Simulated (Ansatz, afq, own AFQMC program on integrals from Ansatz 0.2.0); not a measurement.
Where AFQMC and coupled cluster stand for GaBGeH, quartet

```xyz
4

B     0.0000    1.5272    0.2996
Ge    0.0000   -0.1624    1.1793
Ga    0.0000   -0.1058   -1.2732
H     0.0000    2.6383   -0.1305
```

Connectivity, by distances: BH–Ge–Ga, closed to a ring.

Basis cc-pVDZ. Only valence electrons are correlated. Ansatz 0.2.0 and our own AFQMC program on the same integrals; the CISD trial comes from CCSD amplitudes, and released means the phaseless constraint is let go. ± is one standard error of the sampling. No spin–orbit coupling.

Determinant: UHF, the one that the program's search chose, which needn't be the lowest solution. The geometry is a PBE0/def2-TZVP stationary point of this or a neighbouring charge and spin state.

No full CI on the walks' own integrals is used here; CCSDT(Q) serves as the reference and is uncertain by about the last step of the cluster series.

Cautions: no relativity below Rb; no spin-orbit coupling; inner d shell frozen; another spin lies lower (by 1.16 eV).

The T1 diagnostic is 0.0240, the weight of the determinant in the CISD state is 0.841 and the ⟨S²⟩ of the determinant is 3.789. The size of the correlated space is 11 electrons in 44 orbitals.

Reference: CCSDT(Q), correlation energy -6.159 eV. The released energy is read at 2.40 1/Eh (meV from the phaseless value at times in 1/Eh: -17 ± 17 at 0.24, -26 ± 17 at 0.51, -34 ± 13 at 0.99, -25 ± 14 at 1.62, -23 ± 17 at 2.40).

| level | E − E(reference) (mEh) | share of correlation (%) |
| --- | --- | --- |
| HF | 226.35 | 0.00 |
| MP2 | 47.57 | 78.98 |
| CCSD | 12.41 | 94.52 |
| CCSD(T) | 2.41 | 98.94 |
| CCSDT | 0.79 | 99.65 |
| ph-AFQMC/CISD | 1.88 ± 0.69 | 99.17 |
| released AFQMC | 1.04 ± 0.62 | 99.54 |

A walk keeps the symmetry of its determinant, which the program's search chose and which needn't be the lowest solution, so a lower state of the same spin and another symmetry isn't excluded. Released energies are given only where the last usable release times agree within the noise; a slower fall can still hide under it.
